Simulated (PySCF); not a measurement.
chlorocyclopropane, C₃H₅Cl, SMILES ClC1CC1, point group Cs.

Force field and properties: B3LYP/pcSseg-1 (PySCF, grid level 2). Vibrational terms come from second-order perturbation theory with semi-diagonal cubic constants, by steps of ±0.6 along the normal coordinates of each isotopologue. The parent has the commonest isotopes.

Equilibrium geometry (Å):

| atom | x | y | z |
| --- | --- | --- | --- |
| Cl1 | 1.8230 | -0.8695 | -1.1217 |
| C2 | 0.6521 | -0.4438 | 0.1618 |
| C3 | -0.0170 | 0.8931 | 0.1385 |
| C4 | -0.8051 | -0.3644 | -0.1634 |
| H5 | 0.9647 | -0.8675 | 1.1104 |
| H6 | 0.2092 | 1.5525 | -0.6949 |
| H7 | -0.1655 | 1.4002 | 1.0894 |
| H8 | -1.0984 | -0.5338 | -1.1958 |
| H9 | -1.5088 | -0.7427 | 0.5748 |

(1) How much do zero-point and thermal motion change the parent's shieldings?

(2) And the bond lengths, in the parent and with ²H at 7?

(3) What are the dipole moments?

The study (146 SCF points, 100 basis functions) took 13 min on 1 thread of Arm Neoverse V1, on a host shared with other jobs (rough), peak memory 0.55 GiB, launched as `OMP_NUM_THREADS=1 python ens_run.py task.json out`.

Answers

(1) 
| atom | σe (ppm) | anharmonic part, 0 K | harmonic part, 0 K | Δσ at 0 K | Δσ at 500 K | Δσ at 1000 K |
| --- | --- | --- | --- | --- | --- | --- |
| Cl1 | 778.44 | -7.25 | -19.18 | -26.43 | -33.55 | -49.84 |
| C2 | 140.06 | -2.39 | -2.66 | -5.05 | -6.34 | -9.22 |
| C3 | 169.02 | -1.23 | -3.87 | -5.10 | -5.62 | -6.87 |
| H5 | 28.63 | -0.24 | -0.48 | -0.72 | -0.79 | -1.04 |
| H6 | 30.86 | -0.17 | -0.55 | -0.71 | -0.78 | -0.98 |
| H7 | 30.75 | -0.16 | -0.55 | -0.70 | -0.75 | -0.91 |

(2) 
```csv
bond,re (Å),⟨r⟩ at 0 K,between mean positions,"⟨r⟩, labelled"
Cl1–C2,1.7887,1.7979,1.7965,1.7978
C2–C3,1.4952,1.5041,1.5019,1.5040
C3–C4,1.5145,1.5250,1.5231,1.5248
C2–H5,1.0850,1.1057,1.0912,1.1056
C3–H6,1.0866,1.1072,1.0908,1.1073
C3–H7,1.0878,1.1086,1.0922,1.1032
```

(3) 2.023 D at equilibrium; averaged at 0 K: parent 2.015 D; ²H at 7 2.021 D.
